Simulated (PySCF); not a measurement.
# CH3Cl: the cost of one run

Programs: PySCF 2.14.0, with density-fitted response routines of our own. Each step states its level of theory. These are calculated values for one molecule in the gas phase, unless marked as measured. Atoms count from 0, in the outputs and in this text.

## 1. Starting geometry

5 atoms, charge 0, multiplicity 1; geometry from: MMFF94s. The atoms were then displaced at random by about 0.03 Å, so the start is not that level's minimum.

Bonds of the start (Å): C0–Cl1 1.69, C0–H2 1.12, C0–H3 1.03, C0–H4 1.18.

## 2. Relaxing the molecule at PBE0-D3(BJ)/def2-SVP

Job settings and geometry (Å):

```
{"job": {"xc": "PBE0", "basis": "def2-SVP", "d3": "d3bj", "grid": 1, "shake": 0.03, "kind": "geom"}, "charge": 0, "multiplicity": 1}
C     -0.077700    -0.084090     0.008940
Cl     1.607900     0.073220     0.035710
H     -0.501350    -0.656230    -0.860120
H     -0.398990    -0.419530     0.928160
H     -0.555020     0.976160    -0.174800
```

On the command line:

```
$ OMP_NUM_THREADS=1 python probes_run.py task.json out
```

One launch serves the whole session: the jobs run in the order shown.

Q: Estimate the wall time and peak memory of this first job on 1 thread of Arm Neoverse V1, shared host.

About 4.1 s, with a peak of 0.25 GiB.
